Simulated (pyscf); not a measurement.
## Four-centre exchange: AsH₃ + silanol (HO–SiH₃) → HO–SiH₂–AsH₂ + hydrogen (H₂)

Gas phase, singlet surface, charge 0. Bonds broken: As1–H2, Si6–H8. Bonds formed: As1–Si6, H2–H8. PySCF, gas phase, ωB97X-D3(BJ)/def2-SVP geometries.

Transition state (Å):

```xyz
10

As    -1.9308    -0.8736    -0.2645
H     -2.5599     0.6632     0.1110
H     -2.2168    -0.5362    -1.7099
H     -2.2023    -2.3861    -0.4294
O      1.2082     0.0091    -0.5736
Si    -0.0833     0.9291    -0.0260
H      1.1770    -0.9252    -0.3446
H     -1.7929     1.3597    -0.2040
H      0.2788     2.2342    -0.6501
H     -0.1558     1.0170     1.4618
```

One imaginary mode, 1582i cm⁻¹; descent along it reached the two sides named, in the forms told below.

| bond | change | reactant side (Å) | saddle | product side |
|---|---|---|---|---|
| As1–H2 | breaks | 1.515 | 1.702 | 3.3 |
| Si6–H8 | breaks | 1.497 | 1.772 | 3.3 |
| As1–Si6 | forms | 3.7 | 2.592 | 2.352 |
| H2–H8 | forms | 3.6 | 1.083 | 0.761 |

Electronic energies relative to the separated reactants (kJ/mol):

| level | barrier | reaction energy | reverse barrier |
|---|---|---|---|
| ωB97X-D3(BJ)/def2-TZVP | 240.8 | -22.5 | 263.4 |
| PBE/def2-TZVP | 201.3 | -11.2 | 212.4 |
| r²SCAN/def2-TZVP | 218.6 | -11.7 | 230.3 |
| B3LYP-D3(BJ)/def2-TZVP | 237.2 | -7.3 | 244.5 |
| PBE0-D3(BJ)/def2-TZVP | 218.4 | -12.7 | 231.0 |
| M06-2X/def2-TZVP | 249.8 | -10.5 | 260.3 |
| ωB97M-D3(BJ)/def2-TZVP | 252.3 | -3.3 | 255.6 |
| HF/def2-TZVP | 361.2 | +21.5 | 339.8 |

With ωB97M-D3(BJ)/def2-TZVP energies and thermal terms (ideal gas, 1 atm, RRHO with modes under 100 cm⁻¹ raised to 100, one conformer, R ln 2 for chiral ones without a mode under 150 cm⁻¹), in kJ/mol:

```tsv
T (K)	ΔH‡	ΔG‡	ΔH	ΔG
298	246.6	291.9	-8.9	-1.5
600	249.1	336.9	-2.5	+3.3
900	252.7	380.1	+1.6	+5.2
1200	256.4	422.0	+4.1	+6.0
```

On the reactant side the descent ends in a complex (not fully relaxed), 16.9 kJ/mol under the separated species and 257.7 kJ/mol under the saddle at ωB97X-D3(BJ)/def2-TZVP. The same reactants have a lower exit, to HO–AsH₂ + SiH₄ (barrier +224.2 kJ/mol at ωB97M-D3(BJ)/def2-TZVP, against +252.3 kJ/mol here). This is the saddle that the search found; another between the same sides may lie lower. Elements up to Kr have no core potential and no relativistic terms here.
